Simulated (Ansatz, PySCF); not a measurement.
NO, SMILES [N]=O (connectivity only; charge and spin as stated), charge +1, multiplicity 1. Atoms are numbered in the order given.

```xyz
2

N      0.0000     0.0000    -0.5625
O      0.0000     0.0000     0.4912
```
Charge +1, spin multiplicity 1.

Geometry: PBE0-D3(BJ)/def2-TZVPD.

Two levels are set side by side: PBE-D3(BJ)/def2-TZVPD (Ansatz, an electronic-structure program) and PBE0-D3(BJ)/def2-TZVPD (Ansatz). Each level has its own optimised geometry; the coordinates shown are those of the second. Frequencies come from the Hessian of PySCF at each geometry. Differences are taken from unrounded values.

```
quantity                            PBE0-D3(BJ)  PBE-D3(BJ)  PBE-D3(BJ) minus PBE0-D3(BJ)
----------------------------------  -----------  ----------  ----------------------------
bond N1–O2 (Å)                            1.054       1.070                         0.016
highest harmonic wavenumber (cm⁻¹)         2528        2362                          -166
mean harmonic wavenumber (cm⁻¹)            2528        2362                          -166
zero-point energy (kcal/mol)               3.61        3.38                         -0.24
```
